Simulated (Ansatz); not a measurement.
Relaxation of H9NSi2 (12 atoms, charge 0, multiplicity 1), to a largest force component of 0.03 eV/Å in at most 50 steps.

The calculation used RKS PBE0-D4/6-31G* in Ansatz 0.2.0.

```xyz
12
Properties=species:S:1:pos:R:3
Si -0.056 -0.598 -0.486
N 0.460 0.088 2.410
H -0.294 0.545 2.916
H 1.262 0.074 3.035
Si 2.165 0.044 -0.809
H 3.006 -1.162 -1.073
H 2.266 0.923 -2.012
H 2.740 0.769 0.355
H -0.958 0.555 -0.216
H -0.533 -1.242 -1.751
H -0.200 -1.603 0.580
H 0.166 -0.895 2.273
```

**Question.** Where does it end, and by what steps?

**Answer.** The forces met the threshold. After 13 steps the energy has fallen by 0.205 eV; H6 moved furthest, 1.29 Å.

```tsv
step	energy less start (eV)	largest force component (eV/Å)	accepted
0	0.0000	0.823	yes
1	-0.0689	0.569	yes
2	-0.0975	0.525	yes
3	-0.1307	0.297	yes
4	-0.1495	0.117	yes
5	-0.0675	1.316	no
6	-0.1557	0.108	yes
7	-0.1614	0.144	yes
8	-0.1701	0.178	yes
9	-0.1785	0.306	yes
10	-0.1831	0.309	yes
11	-0.2035	0.087	yes
12	-0.2046	0.044	yes
13	-0.2048	0.012	yes
```

```xyz
12
Properties=species:S:1:pos:R:3
Si -0.248 -0.549 -0.611
N 0.787 -0.176 2.185
H 0.112 0.514 2.502
H 1.672 0.051 2.631
Si 1.989 0.096 -0.526
H 2.827 -0.916 0.180
H 2.567 0.238 -1.901
H 2.158 1.420 0.139
H -1.138 0.474 0.011
H -0.725 -0.724 -2.020
H -0.468 -1.856 0.074
H 0.491 -1.073 2.559
```

Run time: 42 s on 1 thread of Arm Neoverse V2, on a shared host, peak memory 0.14 GiB.
